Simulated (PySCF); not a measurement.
# Relaxation of singlet PO₃⁻

These are results of B3LYP in PySCF with P def2-SVPD, O def2-SVPD; no relativity; density-fitted integrals, not measurements. A (50,194) grid was used.

A hand-made trigonal planar start, of D3h symmetry, held to at least that symmetry:

```xyz
4
charge -1 multiplicity 1, angstrom
P     0.0000    0.0000    0.0000
O     1.5900    0.0000    0.0000
O    -0.7950    1.3770    0.0000
O    -0.7950   -1.3770    0.0000
```

Optimiser trace:
```tsv
step	E − E(last) (kJ/mol)	largest gradient (Eh/bohr)
0	41.35	0.06576
1	3.01	0.02171
2	0.19	0.00516
3	0.00	0.00030
4	0.00	0.00000
```

It ends at D3h with P–O 1.512 Å (×3); O–P–O 120.0° (×3). A frequency run shows a minimum. Other isomers or separated fragments may lie lower.

Final geometry:
Z-matrix (Å, degrees; charge -1 multiplicity 1):
```
P
O  1 1.5121
O  1 1.5121 2 120.00
O  1 1.5121 2 120.00 3 180.00
```

The relaxation took about 14 core-seconds on a shared host.
